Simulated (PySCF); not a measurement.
# Which functional comes closest?

Molecule: `N#[N+][O-]`, N2O.

Structure with atom numbers: `[N:1]#[N+:2][O-:3]`.

Geometry PBE0-D3(BJ)/def2-SVP throughout; GIAO in PySCF 2.14.0 with density-fitted response routines, gas phase, one conformer, non-relativistic; equivalent atoms averaged; basis pcSseg-2.

Reference values (CCSD(T)/pcSseg-4; gas (isolated, no vibration); G. L. Stoychev, PhD thesis, Univ. Bonn 2021 (Stoychev, Auer, Izsak, Neese, JCTC 2018, 14, 619)): σ(N2) = 11.7 ppm, σ(N1) = 106.2 ppm, σ(O3) = 198.8 ppm.

How do the functionals HF, LDA, PBE, BLYP, BP86, OPBE, KT2, KT3, B97-D, B3LYP, PBE0, mPW1PW91, WP04, B97-2, BHandHLYP, CAM-B3LYP, wB97X-D, LC-wPBE perform against the reference? Times are CPU seconds on shared hosts with different chips, so compare them loosely; the GGAs took longer than the global hybrids here, which isn't the general rule, and the cause wasn't traced.

Results:


| functional | kind | N2 | N1 | O3 | mean abs. error N | abs. error O | core-s |
| --- | --- | --- | --- | --- | --- | --- | --- |
| HF | Hartree–Fock | -29.2 | 71.3 | 187.3 | 37.9 | 11.5 | 0.84 |
| LDA | LDA | -0.7 | 93.3 | 188.2 | 12.7 | 10.6 | 2.4 |
| PBE | GGA | 2.7 | 96.1 | 183.7 | 9.6 | 15.1 | 3 |
| BLYP | GGA | -3.7 | 92.4 | 181.8 | 14.6 | 17.0 | 3 |
| BP86 | GGA | 2.2 | 95.6 | 182.9 | 10.1 | 15.9 | 2.9 |
| OPBE | GGA | 14.2 | 103.0 | 184.0 | 2.9 | 14.8 | 3.2 |
| KT2 | GGA | 9.4 | 102.8 | 182.0 | 2.9 | 16.8 | 3 |
| KT3 | GGA | 11.3 | 102.8 | 180.0 | 1.9 | 18.8 | 3.2 |
| B97-D | GGA | 6.0 | 97.6 | 183.2 | 7.2 | 15.6 | 3 |
| B3LYP | global hybrid | -9.9 | 86.7 | 181.9 | 20.6 | 16.9 | 1.8 |
| PBE0 | global hybrid | -5.3 | 89.3 | 183.5 | 17.0 | 15.3 | 1.8 |
| mPW1PW91 | global hybrid | -6.7 | 87.6 | 181.6 | 18.5 | 17.2 | 1.8 |
| WP04 | global hybrid | -14.2 | 72.5 | 159.9 | 29.8 | 38.9 | 2.2 |
| B97-2 | global hybrid | -1.6 | 91.5 | 182.7 | 14.0 | 16.1 | 2.1 |
| BHandHLYP | global hybrid | -18.8 | 79.3 | 182.8 | 28.7 | 16.0 | 2 |
| CAM-B3LYP | range-separated hybrid | -13.2 | 86.1 | 188.3 | 22.5 | 10.5 | 2.6 |
| wB97X-D | range-separated hybrid | -9.5 | 86.9 | 183.2 | 20.2 | 15.6 | 2.5 |
| LC-wPBE | range-separated hybrid | -8.8 | 89.1 | 194.8 | 18.8 | 4.0 | 3.6 |

For ¹⁵N the closest is KT3 (1.9 ppm) and the furthest HF (37.9 ppm).

For ¹⁷O the closest is LC-wPBE (4.0 ppm) and the furthest WP04 (38.9 ppm). One molecule is a small sample, and the reference may use another geometry.
